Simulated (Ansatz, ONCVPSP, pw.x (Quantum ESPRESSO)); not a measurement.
# Re (Z = 75) (fcc): variants of one ONCV potential in the solid

Re, optimised norm-conserving Vanderbilt (ONCV), made with ONCVPSP 4.0.1.1 (patched build) (LDA (Perdew-Wang 92), scalar-relativistic). Core [Kr] 4d10 4f14, reference 5s2 5p6 5d5 6s1 6p1. Waves: 5s+6s: rc 2.00 bohr, ncon 4, nbas 7, qcut 6.7 1/bohr, 2 projectors; 5p+6p: rc 2.20 bohr, ncon 4, nbas 8, qcut 4.8 1/bohr, 2 projectors; 5d: rc 2.00 bohr, ncon 3, nbas 8, qcut 7.8 1/bohr, local. Local part: the d channel. Core correction: Teter function fitted to the true core (icmod 2), fcfact 0.3.

Crystal test: fcc Re in pw.x 7.5, no spin, 15³ k-points, Fermi–Dirac smearing 0.01 Ry, cutoffs set for each file from its atomic test. The reference is all-electron LAPW (Ansatz 0.2.0) with the same functional, mesh and smearing; V0 and B0 come from Birch–Murnaghan fits to the pressures at five volumes. Errors are pseudo minus all-electron; Δ is the rms difference of the E(V) curves that follow from these fits, minima aligned, over ±6 % about the mean V0. Mesh and smearing are coarse, so the numbers serve the comparison and aren't converged zero-temperature values; the lattice is a test structure that the element need not adopt.

All-electron: a0 = 3.862 Å (V0 = 14.40 Å³/atom), B0 = 399.9 GPa.

1 further variants are left out: they gave no file fit for a test, a broken result, the same result as the base, or pressures whose basis-set error rivals the error shown.

| change | cutoffs (Ry) | pw.x | a0 (Å) | a0 error (%) | B0 error (%) | Δ (meV/atom) | mean pressure error (GPa) |
| --- | --- | --- | --- | --- | --- | --- | --- |
| base | 55/220 | converged | 3.848 | -0.35 | +0.6 | 13.3 | -4.23 |
| d: qcut 6.3 | 55/220 | converged | 3.852 | -0.25 | +0.4 | 9.6 | -3.05 |
| d: qcut 9.5 | 55/220 | converged | 3.848 | -0.34 | +0.6 | 13.0 | -4.12 |
| d: qcut 11.4 | 60/240 | converged | 3.849 | -0.32 | +0.6 | 12.2 | -3.88 |

Task: Give the row for: d: qcut 8.1.

Result: pw.x: converged; mean pressure error (GPa): -4.29; a0 (Å): 3.848; a0 error (%): -0.36; B0 error (%): +0.6; Δ (meV/atom): 13.5.
